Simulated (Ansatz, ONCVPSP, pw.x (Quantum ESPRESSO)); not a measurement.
**manganese (Mn): one change to the ONCV potential, in the atom and in the diamond crystal**

ONCVPSP 4.0.1.1 (patched build) input, shortened (lines: element, Z, core and valence counts, functional; n l f; lmax; l rc ep ncon nbas qcut; lloc lpopt rc5 dvloc0; l nproj debl; icmod fcfact rcfact), PBEsol, scalar-relativistic:

```
  Mn 25.00    5    2  -116133      upf
    1    0    2.00
    2    0    2.00
    2    1    6.00
    3    0    2.00
    3    1    6.00
    3    2    5.00
    4    0    1.00
    2
    0    2.00    0.00    3    6    3.30
    1    2.00    0.14    4    7    4.70
    2    1.90    0.00    4    9    7.10
    4    2    1.20    1.00
    0    2    2.70
    1    1    3.90
    2    3    2.10
    3    3.00    1.05
```

In the p channel the program set the typed energies aside and used 0.050 Ha.

Change: local potential polynomial inside 1.20 bohr (lpopt 2, dvloc0 -2 Ha).

Cutoffs, loose and tight: the cutoffs (Ha) at which the residual kinetic energy of the hardest occupied pseudo-wave falls to 1 and 0.1 mHa per electron. They do not see the model core or the augmentation charge, which bear on the density cutoff. Test errors are all-electron minus pseudo excitation energies from the reference, over the configurations 3d5 4s2; 3d5 4s0; 3d4 4s0; 3d3 4s0; variants that change the core or the reference have their own tests.

Crystal test: diamond Mn in pw.x 7.5, no spin, 9³ k-points, Fermi–Dirac smearing 0.01 Ry, cutoffs set for each file from its atomic test. The reference is all-electron LAPW (Ansatz 0.2.0) with the same functional, mesh and smearing; V0 and B0 come from Birch–Murnaghan fits to the pressures at five volumes. Errors are pseudo minus all-electron; Δ is the rms difference of the E(V) curves that follow from these fits, minima aligned, over ±6 % about the mean V0. Mesh and smearing are coarse, so the numbers serve the comparison and aren't converged zero-temperature values; the lattice is a test structure that the element need not adopt. Spin polarisation and strong correlation are left out, which matters for this element.

All-electron: a0 = 4.884 Å (V0 = 14.56 Å³/atom), B0 = 159.8 GPa.

Q: Does the change bring the crystal closer to the all-electron result?

A: The mean pressure error goes from -8.76 to -9.97 GPa, so the change moves the solid further from the all-electron pressures. Neither pressure curve crosses zero within the volumes sampled, so no fits are given.

```tsv
quantity	base	changed
outcome (atom)	generated, projector energies reset by the program	generated, projector energies reset by the program
cutoff, loose (atom)	23 Ha	23 Ha
cutoff, tight (atom)	35 Ha	35 Ha
bound ghosts (atom)	none	none
largest test error (meV) (atom)	+814	+814
cutoffs in pw.x (Ry)	85/340	85/340
mean pressure error (GPa)	-8.76	-9.97
```

Base: This is a poor potential for the solid. Changed file: This is a poor potential for the solid. The generator flags a localised state at positive energy (p at 18 eV, s at 21 eV).
